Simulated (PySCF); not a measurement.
Consider thiophene, `c1ccsc1` (C4H4S). Atom numbers as in the mapped SMILES `[cH:1]1[cH:2][cH:3][s:4][cH:5]1`. These are map numbers, not IUPAC locants.

These are calculated values, ωB97X-D3(BJ)/ma-def2-TZVP in PySCF (grid level 2) at geometries from PBE0-D3(BJ)/ma-def2-SVP. ωB97X-D3(BJ) is ωB97X-V with D3(BJ) in place of VV10. Thermal corrections: PBE0-D3(BJ)/ma-def2-SVP frequencies, unscaled, ideal gas at 298.15 K and 1 bar, quasi-RRHO entropy.

Q: What are the vertical and the adiabatic ionisation energy for forming the radical cation?

A: 8.98 eV vertical and 8.77 eV adiabatic, the latter with zero-point energy.

Q: Where does the unpaired spin of the relaxed radical cation sit?

A: C5 (aromatic carbon) 0.52, C3 (aromatic carbon) 0.52, S4 (ring sulfur) -0.10 (intrinsic atomic orbital populations).

Q: How far is −ε(HOMO) from the vertical value by ΔSCF?

A: −ε(HOMO) = 9.17 eV, which is 0.19 eV above the ΔSCF value.

---

Consider chlorotrifluoromethane, `FC(F)(F)Cl` (CClF3). Optimised structure (Å), atoms numbered from 1:
```
F     0.8780    1.0205   -0.1168
C     0.0774   -0.0229   -0.0230
F     0.1051   -0.6846   -1.1637
F     0.5180   -0.8126    0.9366
Cl   -1.5635    0.5040    0.3327
```

Computed at M06-2X/def2-TZVP // PBE0-D3(BJ)/def2-SVP with PySCF (density fitting, grid level 3). Zero-point and thermal terms (298.15 K, 1 bar) come from unscaled PBE0-D3(BJ)/def2-SVP harmonic frequencies, with soft modes damped to free rotors in the entropy.

Rank these bonds by dissociation enthalpy, weakest first.
A. F1–C2
B. C2–Cl5

B (364 kJ/mol), A (515 kJ/mol).

For C2–Cl5, what are ΔE (electronic) and ΔG(298 K) of the homolysis?

ΔE = 368 and ΔG = 320 kJ/mol, beside ΔH = 364 kJ/mol. The radicals are `F[C](F)F` and Cl•.

Caveats: spin-orbit coupling is left out of the energies, which matters for open shells on the heavier atoms.

---

Consider borane,difluoromethyl, `CB(F)F` (CH3BF2). Numbering: `[CH3:1][B:2]([F:3])[F:4]`

Level of theory: M06-2X/def2-TZVP single points in PySCF, grid level 3; every species was optimised with PBE0-D3(BJ)/def2-SVP. Thermal corrections: PBE0-D3(BJ)/def2-SVP frequencies, unscaled, ideal gas at 298.15 K and 1 bar, quasi-RRHO entropy.

(1) Rank these bonds by dissociation enthalpy, weakest first.
A. C1–B2
B. B2–F3
C. C1–H

(2) For B2–F3, what are ΔE (electronic) and ΔG(298 K) of the homolysis?

## Answers

(1) C (407 kJ/mol), A (452 kJ/mol), B (720 kJ/mol).

(2) ΔE = 731 and ΔG = 680 kJ/mol, beside ΔH = 720 kJ/mol. The radicals are `C[B]F` and F•.
